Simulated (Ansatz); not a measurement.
A run of Ansatz (development build ahead of 0.2.0) on singlet N2H2 at this shape:

```yaml
atoms:
  - { symbol: N, position_ang: [0.0000, 0.0001, -0.5666] }
  - { symbol: N, position_ang: [0.0000, -0.0001, 0.5666] }
  - { symbol: H, position_ang: [0.0000, 0.9161, -0.8410] }
  - { symbol: H, position_ang: [0.0000, -0.9161, 0.8410] }
```

Its results:

```
Converged                       : yes
Total energy                    : -110.02564 hartree
Spin squared of the determinant : 0.000
```

Task: Which input gives this output? Name the method, the orbitals and the basis set, and write the input.

Result: RHF in def2-TZVP. An unrestricted run that stays on the closed shell gives the same numbers.

```yaml
crystal:
  periodic: [false, false, false]
  atoms:
    - { symbol: "N", position_ang: [0.0, 8.0e-05, -0.56658] }
    - { symbol: "N", position_ang: [0.0, -8.0e-05, 0.56658] }
    - { symbol: H, position_ang: [0.0, 0.91607, -0.841] }
    - { symbol: H, position_ang: [0.0, -0.91607, 0.841] }
basis:
  gaussian: { orbitals: def2-TZVP }
hamiltonian:
  xc: hf
```

Caution: no unrestricted run beside it, a lower state can exist.
